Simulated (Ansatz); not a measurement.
**Structure relaxation of Rb2Na**

All numbers below come from DFT PBE, scalar-relativistic, plane waves, PAW (Ansatz 0.2.0). Cutoff 420 eV, Γ-centred k mesh, Gaussian smearing, no spin polarisation in the final step.

The start puts Rb2Na on the fluorite structure type (Fm-3m, No. 225), with Na in place of Ca, Rb in place of F, at a guessed volume.

```
Rb Na
1.0
     0.00000    3.69175    3.69175
     3.69175    0.00000    3.69175
     3.69175    3.69175    0.00000
Rb Na
2 1
Direct
  0.25000 0.25000 0.25000
  0.75000 0.75000 0.75000
  0.00000 0.00000 0.00000
```

Cell and atoms relax at zero pressure; the relaxation can't lower the symmetry of the start. After a coarse first stage the cell is made exact in the group found at 0.06 Å.

Energies over the elements count from the elements' standard structures at the same level, with no empirical corrections.

Problem. Describe the relaxed structure.

Solution. It keeps Fm-3m (No. 225). The result has the fluorite structure. Conventional cell: a = 9.898 Å. Rb is coordinated by 4 Na at 4.29 Å and 6 Rb at 4.95 Å; Na has 8 Rb at 4.29 Å.

```cif
data_structure
_symmetry_space_group_name_H-M 'Fm-3m'
_symmetry_Int_Tables_number 225
_cell_length_a 9.8979
_cell_length_b 9.8979
_cell_length_c 9.8979
_cell_angle_alpha 90.000
_cell_angle_beta 90.000
_cell_angle_gamma 90.000
_cell_volume 969.69
loop_
_atom_site_label
_atom_site_type_symbol
_atom_site_symmetry_multiplicity
_atom_site_Wyckoff_symbol
_atom_site_fract_x
_atom_site_fract_y
_atom_site_fract_z
_atom_site_occupancy
Rb1 Rb 8 c 0.25000 0.75000 0.75000 1
Na1 Na 4 a 0.00000 0.00000 0.00000 1
```

Problem. What are its volume, energy, density and gap?

Solution. The volume per atom is 80.81 Å³, the density is 1.33 g/cm³ and the energy over the elements is 0.08 eV/atom. The gap on the 8×8×8 mesh is 0 eV (a metal).

The final run used a 8×8×8 mesh on its 3-atom cell and 0.10 eV smearing. For metals, differences of a few meV/atom aren't resolved. Symmetry constrained the relaxation, so the result can be a saddle point.

Cost: 3 runs of about 0.65 core-minutes in all, on Arm Neoverse V2 (shared hosts).